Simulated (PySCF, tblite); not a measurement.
# C₅H₉Cl: geometry, infrared bands and NMR shifts

Wanted: the infrared bands and NMR shifts of C₅H₉Cl (`C/C=C(/C)CCl`), by calculation.

Computed with tblite 0.8.0 and PySCF 2.14.0, with density-fitted response routines of our own, on a single molecule in the gas phase. Atoms count from 0, in the outputs and in this text.

### Step 1. Starting geometry

15 atoms, charge 0, multiplicity 1; geometry from: force field or distance geometry start.

Bonds of the start (Å): C0–C1 1.51, C1–C2 1.33, C2–C3 1.51, C2–C4 1.51, C4–Cl5 1.77, C0–H6 1.10, C0–H7 1.09, C0–H8 1.09, C1–H9 1.10, C3–H10 1.09, C3–H11 1.11, C3–H12 1.11, C4–H13 1.10, C4–H14 1.10.

### Step 2. Geometry optimisation with GFN2-xTB

The job: settings as JSON, then the geometry in Å.

```
{"job": {"kind": "relax", "xc": "GFN2-xTB", "basis": "xTB"}, "charge": 0, "multiplicity": 1}
C      2.068200    -0.504800     0.045400
C      0.603900    -0.862100     0.014100
C     -0.439400    -0.035700    -0.042700
C     -1.853900    -0.572800    -0.037300
C     -0.358000     1.464200    -0.171400
Cl    -0.583600     2.239700     1.401800
H      2.238600     0.575400     0.124600
H      2.548300    -0.974500     0.909600
H      2.552700    -0.868300    -0.862100
H      0.418900    -1.939200     0.101600
H     -2.381700    -0.308000    -0.951200
H     -1.875000    -1.675800     0.050300
H     -2.417100    -0.179300     0.833500
H      0.607500     1.796300    -0.584900
H     -1.133600     1.853000    -0.853200
```

The run is started by

```sh
> OMP_NUM_THREADS=1 python probes_run.py task.json out
```

The driver reads the jobs from task.json and runs them one after another.

**Question.** This job is followed by: GFN2-xTB harmonic vibrations, gas phase; GIAO PBE0/pcSseg-1 NMR shielding, non-relativistic, gas phase. Predict these results of the whole session: strongest single infrared mode (GFN2-xTB); zero-point energy (GFN2-xTB); 13C shifts against TMS (PBE0/pcSseg-1); 1H shifts against TMS (PBE0/pcSseg-1, means over atoms taken as alike); 35Cl shifts against HCl (PBE0/pcSseg-1).

**Answer**, as computed:

| quantity | value |
| --- | --- |
| strongest single infrared mode (GFN2-xTB) | 3068 cm⁻¹, 65 km/mol |
| zero-point energy (GFN2-xTB) | 78.4 kcal/mol |
| 13C shifts against TMS (PBE0/pcSseg-1) | 140.4, 135.1, 47.9, 25.7, 17.1 ppm |
| 1H shifts against TMS (PBE0/pcSseg-1, means over atoms taken as alike) | 5.79, 4.08, 1.92, 1.88 ppm |
| 35Cl shifts against HCl (PBE0/pcSseg-1) | 125 ppm |

In words: The optimisation took 53 steps and gained 0.066 eV; among the close pairs (by a distance rule), C4–Cl5 changed most, from 1.768 to 1.804 Å. All 39 modes are real, so the xTB geometry is a minimum. The strongest single mode, at 3068 cm⁻¹, moves mainly H6. Unscaled tight-binding wavenumbers are off by several per cent, some by more. Its intensities can rank the bands wrongly. The most deshielded hydrogen is H9 (hydrogen on an alkene CH), at 5.79 ppm: olefinic region. At PBE0/pcSseg-1: The widest tensor belongs to Cl5: span 523 ppm, with a paramagnetic part of -322 ppm.
